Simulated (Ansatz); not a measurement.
**AlFH2N radical (SMILES [NH2][Al][F]): one structure at several levels**

One table from this session's results is given with a row withheld; the runs are named, their logs left out.

Method: single points in def2-TZVPP; program: Ansatz 0.2.0, Gaussian basis.

Correlated methods freeze the cores. Orbitals are unrestricted.

## Where the work starts

5 atoms, charge 0, spin multiplicity 2.

Atoms are counted from 1 here; the program's logs count them from 0.

Bond lengths: N1–Al2 1.793 Å, N1–H4 1.003 Å, N1–H5 0.988 Å, Al2–F3 1.664 Å. Angles: Al2–N1–H4 122.6°, Al2–N1–H5 129.2°, H4–N1–H5 108.1°, N1–Al2–F3 135.5°.

Geometry (Å):

```csv
atom,x (Å),y (Å),z (Å)
N1,-0.46050,0.49200,-0.30350
Al2,0.59940,-0.40330,0.83200
F3,1.44960,-1.83240,0.78580
H4,-0.74910,1.43910,-0.14020
H5,-0.79910,0.21710,-1.19020
```

The first run:

Input file run/in.yaml:

```yaml
crystal:
  periodic: [false, false, false]
  atoms:
    - {symbol: N, position_ang: [-0.460500, 0.492000, -0.303500]}
    - {symbol: Al, position_ang: [0.599400, -0.403300, 0.832000]}
    - {symbol: F, position_ang: [1.449600, -1.832400, 0.785800]}
    - {symbol: H, position_ang: [-0.749100, 1.439100, -0.140200]}
    - {symbol: H, position_ang: [-0.799100, 0.217100, -1.190200]}
basis:
  gaussian: {orbitals: def2-TZVPP}
magnetization: {spin_polarized: true, initial_magnetization: 1}
correlation: {method: ccsd_t}
scf: {omitted_lower_state_checks: [cluster_reference]}
output: {forces: true}
```

The command line of these runs was not kept.

Among the steps run: CCSD(T)/def2-TZVPP; PBE0-D4/def2-TZVPP; wB97M-V/def2-TZVPP; r2SCAN-D4/def2-TZVPP; PBE-D4/def2-TZVPP; B97M-V/def2-TZVPP; SPW92/def2-TZVPP.

One of the session's tables, all rows but one given; the rest of the session is left out.

| method | RMS force component (eV/Å) | angle to CCSD(T) forces (°) | dipole (D) |
| --- | --- | --- | --- |
| CCSD(T) | 0.455 | reference | 2.34 |
| PBE0-D4 | 0.452 | 6.8 | 2.39 |
| wB97M-V | 0.439 | 7.9 | 2.33 |
| r2SCAN-D4 | ? | ? | ? |
| PBE-D4 | 0.575 | 18.2 | 2.36 |
| B97M-V | 0.391 | 14.0 | 2.30 |
| SPW92 | 0.655 | 18.2 | 2.43 |

Q: Estimate the row for r2SCAN-D4 from the others.

The run gave: RMS force component (eV/Å): 0.469; angle to CCSD(T) forces (°): 5.2; dipole (D): 2.38. In the column «RMS force component (eV/Å)» it lies between CCSD(T) (0.455) and PBE-D4 (0.575).
